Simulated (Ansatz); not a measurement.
# BSiNH (doublet): the correlation ladder, cc-pVDZ

One table from this session's results is given with a row withheld; the runs are named, their logs left out.

Method: cc-pVDZ, core rule «outside noble gas», up to 7 orbitals frozen; program: Ansatz 0.2.0, Gaussian basis.

The runs, in order: UHF; CCSD(T) on ROHF; CCSD(T) on UHF; BCCD(T) on ROHF; CISD; CCSDT(Q) on ROHF; CCSDT(Q) on UHF; CASSCF and MRCISD+Q, 9 electrons in 9 orbitals; CASSCF and NEVPT4(SD), 9 electrons in 9 orbitals; CASSCF and NEVPT2, 9 electrons in 9 orbitals.

23 further runs of the same task are left out: 12 that didn't finish, 11 set aside as unsound or not needed.

### The geometry

The geometry is a PBE0/def2-TZVP stationary point (not a proven minimum) of the parent state, kept for this charge and spin.

4 atoms, charge 0, spin multiplicity 2.

Atoms are counted from 1 here; the program's logs count them from 0.

Bond lengths: N1–B2 1.323 Å, B2–Si3 1.932 Å, Si3–H4 1.485 Å. Angles: N1–B2–Si3 176.5°, B2–Si3–H4 121.5°.

Set-up of the first run:

File in.yaml:

```yaml
crystal:
  periodic: [false, false, false]
  atoms:
    - {symbol: N, position_ang: [0.000000, 0.051693, 2.035342]}
    - {symbol: B, position_ang: [0.000000, 0.044493, 0.712376]}
    - {symbol: Si, position_ang: [0.000000, -0.083412, -1.214889]}
    - {symbol: H, position_ang: [0.000000, 1.128664, -2.072682]}
basis:
  gaussian: {orbitals: cc-pVDZ}
magnetization: {spin_polarized: true, initial_magnetization: 1}
hamiltonian: {xc: hf}
output: {orbitals: {seedname: orbitals}}
```

On the command line:

```console
$ ansatz run in.yaml --threads 1 --pin off --events-out ev --progress --plain --max-ram 2393MiB
```

Among the steps run: UHF; CCSD(T) on ROHF; CCSD(T) on UHF; BCCD(T) on ROHF; CISD; CCSDT(Q) on ROHF; CCSDT(Q) on UHF; CASSCF and MRCISD+Q, 9 electrons in 9 orbitals; CASSCF and NEVPT4(SD), 9 electrons in 9 orbitals; CASSCF and NEVPT2, 9 electrons in 9 orbitals.

One table of the session follows, with a row left open; its other results are not shown here.

| method | from RCCSDT(Q) (kJ/mol) |
| --- | --- |
| RMP2 | +101.0 |
| UMP2 | +241.6 |
| CISD | +190.4 |
| RCCSD | +87.4 |
| UCCSD | +76.9 |
| RCCSD(T) | +16.7 |
| UCCSD(T) | +30.5 |
| BCCD(T) | +18.2 |
| RCCSDT | +14.5 |
| UCCSDT | ? |
| RCCSDT(Q) | 0 |
| UCCSDT(Q) | -0.6 |

**Question.** Estimate the row for UCCSDT.

As computed: from RCCSDT(Q) (kJ/mol): +13.9. In the column «from RCCSDT(Q) (kJ/mol)» it lies between RCCSDT(Q) (0) and RCCSDT (+14.5).

Left out of the table: CASSCF frontier, NEVPT2 frontier, NEVPT4(SD) frontier, MRCISD frontier, MRCISD+Q frontier (the active space lost an orbital or holds another state than full CI finds).

Caveats from the session: The determinant is far from a pure spin state, so its energy mixes those of several spin states (harmless only where they are near-degenerate, as at dissociation). The report flags that the cluster equations may have other roots. Left out of the table: ROHF, UHF (another determinant or state than the rows shown). The program flags RCCSD(T), UCCSD(T), BCCD(T), RCCSDT(Q) as in doubt, so the zero of the table is itself unsure. Warnings: spin contamination; coupled cluster took another determinant than the lowest; large T1 diagnostic. Restricted and unrestricted rows rest on different reference determinants; where their highest levels disagree by more than a few hundredths of an eV, they describe different states and don't form one ladder. Warnings in the runs' records: passed over end.
